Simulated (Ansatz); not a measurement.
Two structures of CH$_{8}$OSi, closed shell, reached by relaxing down either side of one saddle point (PBE0-D4/def2-TZVP). Energies are electronic, without zero-point energy. Program: Ansatz 0.2.0. Basis: def2-TZVPP and def2-QZVPP. Cores are frozen in the correlated methods. Extrapolation: Hartree–Fock as exp(−7.88 √X), correlation as X^−2.97. First:

Si1  (-0.021, 1.075, 1.031)
H2  (0.404, -0.230, 1.586)
H3  (0.905, 1.491, -0.059)
H4  (-1.388, 0.962, 0.452)
O5  (0.016, 2.135, 2.293)
H6  (0.295, -2.374, -0.664)
C7  (0.063, -1.695, -1.484)
H8  (-0.231, 3.044, 2.120)
H9  (0.847, -0.942, -1.565)
H10  (-0.894, -1.209, -1.294)
H11  (0.004, -2.255, -2.416)
(Å)

Second:

```tsv
atom	x (Å)	y (Å)	z (Å)
Si1	-0.4711	1.0103	-0.3433
H2	1.0456	-1.4356	1.9721
H3	0.2439	2.1532	-0.9820
H4	-1.9305	1.3152	-0.3955
O5	0.0237	0.8226	1.2233
H6	1.3301	-2.1106	2.1228
C7	-0.0937	-0.5810	-1.2176
H8	-0.1003	1.5594	1.8220
H9	0.9766	-0.7965	-1.1847
H10	-0.3995	-0.5228	-2.2654
H11	-0.6247	-1.4141	-0.7517
```

(1) Which bonds change from the first to the second?

(2) Give the saddle point's structure and its height above each. (An estimate is asked for; the value comes from the calculation.)

The T1 diagnostic stays at or below 0.012.

## Answers

(1) SiH₄O ([OH][SiH3]) + CH₄ → CH₆OSi ([CH3][SiH2][OH]) + H₂; bonds formed: Si1–C7, H2–H6; bonds broken: Si1–H2, H6–C7.

(2) The calculation gives: 305.3 kJ/mol above the first and 286.2 kJ/mol above the second (CCSD(T) at an estimated basis limit (MP2 extrapolated from triple and quadruple zeta, plus CCSD(T) − MP2 in triple zeta)).
```xyz
11
angstrom
Si -0.3498 0.5259 0.4842
H 0.0208 -0.8198 1.4189
H -0.2493 1.5492 -0.6215
H -1.7954 0.2660 0.6711
O 0.5634 1.3270 1.6084
H 0.1467 -1.0061 0.3391
C 0.1658 -0.9019 -1.0501
H 0.8115 2.2064 1.3068
H 1.0830 -0.4743 -1.4545
H -0.6803 -0.6800 -1.6997
H 0.2836 -1.9924 -1.0028
```

Labels in which every atom is bracketed show which atoms are joined, not bond orders.

For scale, one of the runs: CCSD(T)/def2-TZVPP, 216 basis functions, launched by `ansatz run in.yaml --threads 4 --pin off --events-out ev --progress --plain --max-ram 9574MiB`. The run took 31 s on 4 CPU threads of an Arm Neoverse V2 (shared host), with 3.2 GiB of host memory at its peak.
